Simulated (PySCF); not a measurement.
SiF4, SMILES F[Si](F)(F)F.

Geometry optimised at ωB97X-D3(BJ)/def2-SVP. The isomer is the one that the SMILES or the coordinates give; other isomers of the formula were not compared.

All values below come from SMD-B3LYP/def2-SVP run with PySCF.

Solvation free energies are E(SMD) − E(gas) at the gas-phase geometry, for 1 M in both phases. In vacuum the dipole moment is 0.00 D.

Q: Rank water, 1-octanol, acetone by solvation free energy, most negative first.

A: acetone (-1.0 kcal/mol), 1-octanol (-0.7 kcal/mol), water (1.4 kcal/mol)
